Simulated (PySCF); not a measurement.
Isomers of C3H6OS, one GFN2-xTB conformer each. Single-point energies are computed at PBE0/pcSseg-1 (PySCF, gas phase, no added dispersion term), electronic only.

| SMILES | GFN2-xTB relative energy (kJ/mol) |
| --- | --- |
| C=C[S@@](C)=O | 148.0 |
| CC(=O)CS | 21.2 |
| COC(C)=S | 0.0 |
| CO[C@H]1CS1 | 48.0 |
| O=S1CCC1 | 59.5 |

Conformers: `[CH2:1]=[CH:2][S@@:3]([CH3:4])=[O:5]` with C1–C2–S3–C4 -110°; `[CH3:1][C:2](=[O:3])[CH2:4][SH:5]` with C1–C2–C4–S5 -78°, C2–C4–S5–H -60°; `[CH3:1][O:2][C:3]([CH3:4])=[S:5]` with C1–O2–C3–C4 -179°; `[CH3:1][O:2][C@H:3]1[CH2:4][S:5]1` with C1–O2–C3–C4 -157°; `[O:1]=[S:2]1[CH2:3][CH2:4][CH2:5]1` with O1–S2–C3–C4 124°, S2–C3–C4–C5 -21°, C3–C4–C5–S2 21°, O1–S2–C5–C4 -124°.

What does PBE0/pcSseg-1 give for the same structures?

| SMILES | PBE0/pcSseg-1 E (Eh) | PBE0/pcSseg-1 (kJ/mol) | GFN2-xTB (kJ/mol) | point group |
| --- | --- | --- | --- | --- |
| CC(=O)CS | -590.93886 | 0.0 | 21.2 | C1 |
| COC(C)=S | -590.93118 | 20.1 | 0.0 | – |
| CO[C@H]1CS1 | -590.90484 | 89.3 | 48.0 | C1 |
| O=S1CCC1 | -590.87216 | 175.1 | 59.5 | Cs |
| C=C[S@@](C)=O | -590.85856 | 210.8 | 148.0 | C1 |

GFN2-xTB puts COC(C)=S lowest instead; measured from each level's own lowest isomer, the values differ by up to 115.6 kJ/mol (O=S1CCC1: 59.5 against 175.1). As drawn, the lowest has a C=O bond and an S–H bond, which the highest lacks; the highest has an S=O bond and a C=C bond outside aromatic rings, which the lowest lacks.

Which frontier levels, dipoles and rotational constants go with these structures?

| SMILES | HOMO (eV, PBE0/pcSseg-1) | LUMO (eV) | dipole (D) | A, B, C (MHz) |
| --- | --- | --- | --- | --- |
| CC(=O)CS | -7.08 | -0.85 | 1.82 | 7021, 2525, 2191 |
| COC(C)=S | -6.48 | -1.19 | 2.28 | 5090, 3966, 2293 |
| CO[C@H]1CS1 | -6.57 | 0.43 | 1.83 | 8824, 2876, 2361 |
| O=S1CCC1 | -6.56 | 0.37 | 3.86 | 8545, 3623, 3033 |
| C=C[S@@](C)=O | -6.79 | -0.49 | 3.51 | 6201, 3539, 2761 |

As an exercise, what shares would exp(−E/RT) give at 500 K from these electronic energies alone (no entropy, no degeneracies)?

RT = 4.157 kJ/mol: CC(=O)CS 99.2 %, COC(C)=S 0.8 %, CO[C@H]1CS1 under 0.1 %, O=S1CCC1 under 0.1 %, C=C[S@@](C)=O under 0.1 %.
